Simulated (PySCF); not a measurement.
**Running PySCF for SiB⁺**

File input.py (PySCF 2.14):

```python
from pyscf import gto, scf

mol = gto.M(
    atom='Si 0 0 0; B 0 0 1.928',
    basis='6-31+g*',
    charge=1,
    spin=2,
    verbose=3,
)
mf = scf.UHF(mol)
mf.kernel()
mf.dip_moment()
print('orbital energies (hartree):', [e[max(0, n-3):n+3].round(4) for e, n in zip(mf.mo_energy, mol.nelec)])
```

```bash
$ python input.py
```

It prints (some set-up lines and the per-cycle HOMO/LUMO lines with their warnings removed):

```
converged SCF energy = -313.104320294478  <S^2> = 2.0922161  2S+1 = 3.0608601

WARN: System has nonzero charge 1; the dipole moment is origin-dependent.
Location of origin: [0. 0. 0.]

Dipole moment(X, Y, Z, Debye): -0.00000, -0.00000,  3.62818
orbital energies (hartree): [array([-0.7073, -0.5851, -0.5851, -0.2723, -0.198 , -0.198 ]), array([-4.5464, -0.8823, -0.642 , -0.2824, -0.2308, -0.2308])]
```

In short: E(SCF) = -313.104320 Eh, ⟨S²⟩ = 2.092.

Wall time 0.8 s on one thread of a shared host.

At this level a UHF run with spin=4 ends 0.22 eV lower; the true order of the states can differ. The bond length is a typed value, not an optimised one. The dipole of an ion depends on the origin. No search for the lowest solution was made.
